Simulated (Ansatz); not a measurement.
Geometry optimisation, Ansatz, UKS B3LYP-D4/6-31G*.

Input file:

```yaml
crystal:
  periodic: [false, false, false]
  atoms:
    - { symbol: B, position_ang: [0.000536, 0.371052, -0.541795] }
    - { symbol: F, position_ang: [-0.000999, -0.06941, 1.935849] }
    - { symbol: H, position_ang: [1.069899, -0.144427, -0.655787] }
    - { symbol: H, position_ang: [-1.069709, -0.142195, -0.656836] }
    - { symbol: Si, position_ang: [-0.000181, -0.014077, 3.54228] }
    - { symbol: H, position_ang: [-0.758107, -1.18206, 4.055212] }
    - { symbol: H, position_ang: [1.402813, -0.065747, 4.020425] }
    - { symbol: H, position_ang: [-0.644252, 1.246865, 3.982852] }
magnetization:
  spin_polarized: true
  initial_magnetization: 1
basis:
  gaussian: { orbitals: "6-31G*" }
hamiltonian:
  xc: b3lyp
  dispersion: d4
relax:
  f_tol: 0.03
  max_steps: 50
```

Command:

```bash
$ ansatz run input.yaml --threads 2 --pin off --max-ram 3072MiB --backend cpu --events-out ev --progress --plain --runs-dir out
```

Task: Where does it end, and by what steps?

Result: It converged. The force dipped under the threshold on the way, but the program's further checks kept it going. After 30 steps the energy has fallen by 1.274 eV; F2 moved furthest, 2.05 Å. Parted: F2–Si5 (1.61 → 3.00 Å). Joined: B1–F2 (2.52 → 1.35 Å), B1–Si5 (4.10 → 2.29 Å).

| step | energy less start (eV) | largest force component (eV/Å) | accepted |
| --- | --- | --- | --- |
| 0 | 0.0000 | 0.634 | yes |
| 2 | -0.0337 | 0.116 | yes |
| 4 | -0.0508 | 0.285 | yes |
| 6 | -0.1042 | 0.386 | yes |
| 8 | -0.1663 | 0.251 | yes |
| 10 | -0.2321 | 0.950 | yes |
| 12 | -0.3571 | 0.353 | yes |
| 14 | -0.6187 | 1.539 | yes |
| 16 | -1.0478 | 0.610 | yes |
| 18 | -1.1225 | 1.478 | no |
| 20 | -1.1977 | 0.564 | yes |
| 22 | -1.2384 | 0.082 | yes |
| 24 | -1.2535 | 0.060 | yes |
| 26 | -1.2568 | 0.348 | no |
| 28 | -1.2732 | 0.071 | yes |
| 30 | -1.2736 | 0.002 | yes |

```xyz
8
Properties=species:S:1:pos:R:3
B -0.041 -0.305 0.743
F -1.094 -1.140 0.574
H 1.056 -0.808 0.820
H -0.200 0.854 0.439
Si 0.047 0.262 2.964
H 0.230 -0.980 3.757
H 1.220 1.164 3.062
H -1.218 0.953 3.323
```

Whether the end is a true minimum wasn't checked by a vibrational analysis.

Time of the run: 50 s on 2 threads of Arm Neoverse V1, with other jobs on the host, peak memory 0.15 GiB.
